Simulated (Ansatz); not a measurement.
Relaxation of AlFH₄ (6 atoms, charge 0, multiplicity 1), to a largest force component of 0.03 eV/Å in at most 50 steps.

These are results of RKS B3LYP-D4/6-31G* in Ansatz, not measurements.

```xyz
6
Properties=species:S:1:pos:R:3
Al 0.020 -0.424 -0.459
F 0.022 -0.194 2.409
H 1.401 0.209 -0.913
H -1.387 0.167 -0.891
H 0.047 -1.767 0.363
H 0.034 -1.074 2.091
```

Q: Where does it end, and by what steps?

A: The run converged. After 6 steps the energy has fallen by 0.382 eV; F2 moved furthest, 0.59 Å. Joined: Al1–F2.

```csv
step,energy less start (eV),largest force component (eV/Å),accepted
0,0.0000,0.403,yes
1,-0.1060,1.225,yes
2,-0.2688,1.306,yes
3,-0.3665,0.291,yes
4,-0.3781,0.289,yes
5,-0.3813,0.113,yes
6,-0.3819,0.015,yes
```

```xyz
6
Properties=species:S:1:pos:R:3
Al 0.019 -0.426 -0.201
F 0.021 -0.068 1.833
H 1.393 0.218 -0.669
H -1.380 0.173 -0.658
H 0.046 -1.975 0.283
H 0.037 -1.005 2.014
```

Time of the run: 6.5 s on 1 thread of Arm Neoverse V2 (shared host), peak memory 0.098 GiB.
